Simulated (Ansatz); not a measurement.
**Smallest direct gap on the k points sampled of CsYCdSe3 (Cmcm, No. 63) at several levels of theory**

No measured value is used here.

```tsv
level (code)	value (eV)
LDA (Ansatz)	1.96
PBEsol (Ansatz)	(withheld)
r²SCAN (Ansatz)	2.75
HSE06 (Ansatz)	3.17
HSE06+SOC (Ansatz)	3.05
PBE0 (Ansatz)	(withheld)
```

What belongs in the gaps?


- PBEsol (Ansatz, an electronic-structure program), value (eV): 2.09
- PBE0 (Ansatz), value (eV): 3.83

Computed values are for a static lattice. Spin–orbit coupling is included only where a level's name says +SOC; with heavier elements it mostly lowers gaps and can invert bands.  Values are at the measured cell. Cutoffs and k meshes differ between the levels. Ansatz's density-functional and Hartree–Fock values are scalar-relativistic unless marked +SOC, with PAW data made under PBE.
